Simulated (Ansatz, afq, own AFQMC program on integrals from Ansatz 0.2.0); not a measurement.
Two steps: Ansatz 0.2.0 writes the Fock matrix and Cholesky factors of the valence space, and afq projects on them the lowest state that overlaps trial and start.

```yaml
crystal:
  periodic: [false, false, false]
  atoms:
    - {symbol: O, position_ang: [0.000000, -0.146273, 0.105616]}
    - {symbol: H, position_ang: [0.000000, 1.884393, -2.543655]}
    - {symbol: H, position_ang: [0.000000, 0.437455, 0.867166]}
basis:
  gaussian: {orbitals: 6-31G}
magnetization: {spin_polarized: true, initial_magnetization: 0}
correlation: {method: ccsd_t, electrons: outside_noble_gas, hamiltonian_folder: ham}
```

```sh
$ ansatz run in.yaml --threads 1 --pin off --events-out ev --progress --plain --max-ram 1382MiB
```

afq runs on the folder ham with

```
--method free --trial cisd --walkers 100 --time-step 0.05 --max-blocks 60 --target-error 0.00136 --factor-cut 1e-05 --seed 5194 --times 0,0.5,1,2 --taylor-order 2
```

Times are imaginary, in 1/Eh. The walk had a cap of 90 s.

```
orbitals 12  electrons 4 4  factors 55 of 140
reference energy -75.86147196 Eh
CCSD correlation -0.09749597 Eh in 15 cycles, weight of the determinant in the CISD state 0.9675
repeat  energy at the last time / Eh  error
    10  -75.960157  0.000270
    20  -75.960202  0.000180
    30  -75.959979  0.000146
time / (1/Eh)  energy / Eh  error  mean overlap
  0.00  -75.958867  0.000066  1.0332
  0.50  -75.959943  0.000119  1.1211
  1.00  -75.959822  0.000095  1.2310
  2.00  -75.959986  0.000142  1.4493
energy -75.959986 +/- 0.000142 Eh
```

The run passed its tests (error under three times the target), which doesn't prove that it has relaxed.

Against this walk (error 3.9 meV) on the same determinant: CCSD(T) 13.0 meV higher, CCSDT(Q) 1.1 meV higher (within the noise), CCSDTQ 0.3 meV higher (within the noise), full CI 1.0 meV lower (within the noise). The error is statistical, and a free projection of finite length keeps a remainder of its start. The determinant has ⟨S²⟩ = 1.00, so the low cluster orders mix in higher spin, and so can this walk.

A setting was made bad on purpose (series of the exponential too short), so the walk's energy isn't to be trusted. Here it did no visible harm: the energy meets the surest value within the noise.

Cautions: remainder of the start not in the error; start is not spin pure; unrestricted determinant spin contaminated (⟨S²⟩ 1.00 against 0.00); the CCSDTQ amplitudes may be one of several solutions (largest double 0.67); the next higher spin lies close (full CI puts it 8 meV above); the time-step error isn't removed.

CCSDT and higher add their correlation energy to the determinant of the CCSD(T) run, since their own runs factorise the integrals more tightly (a shift of under 2 meV). A walk keeps the symmetry of its determinant, which the program's search chose and which needn't be the lowest solution, so a lower state of the same spin and another symmetry isn't excluded.
